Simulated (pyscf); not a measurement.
Optimised with ωB97X-D3(BJ)/def2-SVP in PySCF.

Problem. Estimate the classical barrier height and the reaction energy of H₂B–NH–Si(SiH₃)(SiH₃)–SiH₃ (SMILES BN[Si]([SiH3])([SiH3])[SiH3]) + H₂ (SMILES [H][H]) → H₂N–Si(SiH₃)(SiH₃)–SiH₃ (SMILES N[Si]([SiH3])([SiH3])[SiH3]) + BH₃ (SMILES B) at ωB97M-D3(BJ)/def2-TZVP. The step runs on the singlet surface, breaks B–N, H–H and forms H–N, B–H; take the separated reactants as zero.

Solution. ΔE‡ = 36.3 kcal/mol, ΔE = +32.0 kcal/mol. Zero-point energy shifts the barrier by +3.4 kcal/mol. It is a four-centre exchange, with an imaginary mode of 1392i cm⁻¹. On the product side the descent ends in an adduct with a B–N contact, 33.2 kcal/mol under the separated species and 37.6 kcal/mol under the saddle at ωB97X-D3(BJ)/def2-TZVP. What is counted as broken (B–N) persists as a longer contact in the product adduct; parting that adduct is a step of its own. At the saddle there is also a short B–H contact that neither side keeps. H₂N–Si(SiH₃)(SiH₃)–SiH₃ lies 12.7 kcal/mol over its isomer H₃Si–NH–SiH(SiH₃)–SiH₃ (electronic energy, ωB97M-D3(BJ)/def2-TZVP). One saddle was located; it need not be the lowest between these sides.
